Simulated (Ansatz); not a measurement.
System: rutile MnF2. Method: BLYP (Ansatz, an electronic-structure program, PAW).

Input file:

Ansatz 0.2 input:
```yaml
crystal:
  lattice:
    - [4.9792888783, 0.0000000075, 0.0]
    - [0.0000000075, 4.9792888783, 0.0]
    - [0.0, 0.0, 3.3388934345]
  atoms:
    - { symbol: Mn, position: [0.0, 0.0, 0.0], spin: 5.0 }
    - { symbol: Mn, position: [0.5, 0.5, 0.5], spin: -5.0 }
    - { symbol: F, position: [0.3032224534, 0.3032224534, 0.0], spin: 0.0 }
    - { symbol: F, position: [0.8032224563, 0.1967775437, 0.5], spin: 0.0 }
    - { symbol: F, position: [0.1967775437, 0.8032224563, 0.5], spin: 0.0 }
    - { symbol: F, position: [0.6967775466, 0.6967775466, 0.0], spin: 0.0 }
basis:
  ecutwfc: 520
  ecutrho_ratio: 4
  xc_grid: 2
kpoints:
  mp_grid: { grid: [8, 8, 10] }
  band_path:
    path:
      - [0.0, 0.0, 0.0]
      - [0.0625, 0.0625, 0.0]
      - [0.125, 0.125, 0.0]
      - [0.1875, 0.1875, 0.0]
      - [0.25, 0.25, 0.0]
      - [0.3125, 0.3125, 0.0]
      - [0.375, 0.375, 0.0]
      - [0.4375, 0.4375, 0.0]
      - [0.5, 0.5, 0.0]
      - [0.5, -0.5, 0.0]
      - [0.4375, -0.4375, 0.0]
      - [0.375, -0.375, 0.0]
      - [0.3125, -0.3125, 0.0]
      - [0.25, -0.25, 0.0]
      - [0.1875, -0.1875, 0.0]
      - [0.125, -0.125, 0.0]
      - [0.0625, -0.0625, 0.0]
      - [0.0, 0.0, 0.055556]
      - [0.0, 0.0, 0.111111]
      - [0.0, 0.0, 0.166667]
      - [0.0, 0.0, 0.222222]
      - [0.0, 0.0, 0.277778]
      - [0.0, 0.0, 0.333333]
      - [0.0, 0.0, 0.388889]
      - [0.0, 0.0, 0.444444]
      - [0.0, 0.0, 0.5]
      - [0.0625, -0.0625, 0.5]
      - [0.125, -0.125, 0.5]
      - [0.1875, -0.1875, 0.5]
      - [0.25, -0.25, 0.5]
      - [0.3125, -0.3125, 0.5]
      - [0.375, -0.375, 0.5]
      - [0.4375, -0.4375, 0.5]
      - [0.5, -0.5, 0.5]
      - [0.5, 0.5, 0.5]
      - [0.5, 0.5, 0.444444]
      - [0.5, 0.5, 0.388889]
      - [0.5, 0.5, 0.333333]
      - [0.5, 0.5, 0.277778]
      - [0.5, 0.5, 0.222222]
      - [0.5, 0.5, 0.166667]
      - [0.5, 0.5, 0.111111]
      - [0.5, 0.5, 0.055556]
      - [0.083333, 0.0, 0.0]
      - [0.166667, 0.0, 0.0]
      - [0.25, 0.0, 0.0]
      - [0.333333, 0.0, 0.0]
      - [0.416667, 0.0, 0.0]
      - [0.5, 0.0, 0.0]
      - [0.5, 0.0, 0.055556]
      - [0.5, 0.0, 0.111111]
      - [0.5, 0.0, 0.166667]
      - [0.5, 0.0, 0.222222]
      - [0.5, 0.0, 0.277778]
      - [0.5, 0.0, 0.333333]
      - [0.5, 0.0, 0.388889]
      - [0.5, 0.0, 0.444444]
      - [0.5, 0.0, 0.5]
      - [0.416667, 0.0, 0.5]
      - [0.333333, 0.0, 0.5]
      - [0.25, 0.0, 0.5]
      - [0.166667, 0.0, 0.5]
      - [0.083333, 0.0, 0.5]
      - [0.0625, 0.0625, 0.5]
      - [0.125, 0.125, 0.5]
      - [0.1875, 0.1875, 0.5]
      - [0.25, 0.25, 0.5]
      - [0.3125, 0.3125, 0.5]
      - [0.375, 0.375, 0.5]
      - [0.4375, 0.4375, 0.5]
    npoints: 1
hamiltonian:
  xc: blyp
  dispersion: none
  pseudopotentials: { kind: paw }
scf:
  occupations: { method: fermi_dirac, width: 0.01 }
  convergence: { dr2_threshold: 0.0000000006 }
output:
  forces: true
  stress: true
  eigenvalues: true
  write_bands: true
magnetization:
  spin_polarized: true
```

Output (set-up and result lines):

```
Crystal: 6 atoms, lattice volume = 82.782 Å³
Basis set: ecut = 520 eV, 2265 PW (Γ), exchange–correlation on 80×80×50 points (8 copies of the dense FFT grid, shifted against one another)
Bands: 41, of which v1, the nominal top of the filled ones, is band 29 counted from 1 (28 counted from 0)
Symmetry: 8 space group operations
Space group: Cmmm (ITA 65), of the structure as read, at distance tolerance 4.4e-5 Å
k-points: 126 of 640
Initial density: superposition of atomic densities (chi_scale 0.1, normalization cell, long waves kept (reshape's long-wave potential 0.02 eV rms))
Functional: x = b88, c = lyp
spin=Collinear: Kerker preconditioning applied to the charge; magnetization (m = ρ↑ − ρ↓) channel mixes plain (no charge-response kernel on spin).
spin=Collinear: Resta preconditioning applied to the charge; magnetization (m = ρ↑ − ρ↓) channel mixes plain (no charge-response kernel on spin).
SCF 1 converged in 14 iterations: F = -11059.347802 eV  dr2 = 1.75e-10
SCF converged after 14 iterations
Magnetization: 0.0000 μB (29.0000 up, 29.0000 down)
Free energy (F): -11059.347802 eV
Internal energy: -11059.347802 eV  (E = F + TS)
E sigma→0 (E₀):  -11059.347802 eV
Fermi energy:    7.266075 eV
--- Forces (eV/Å), atoms counted from 1 ---
  atom   1  Mn     0.00000000    -0.00000000     0.00000000
  atom   2  Mn     0.00000000    -0.00000000     0.00000000
  atom   3  F      0.00013998     0.00013998     0.00000000
  atom   4  F      0.00013883    -0.00013883     0.00000000
  atom   5  F     -0.00013883     0.00013883     0.00000000
  atom   6  F     -0.00013998    -0.00013998     0.00000000
--- Stress (GPa, compression-positive) ---
       -0.013049       0.000004       0.000000
        0.000004      -0.013049       0.000000
        0.000000       0.000000      -0.000504
  P = ⅓ Tr σ = -0.0089 GPa (-0.089 kbar)
```

The PAW data were made under PBE.

Note: without U or exact exchange, gaps and moments of open d shells tend to come out too small.

The result took very roughly 90 core-seconds.
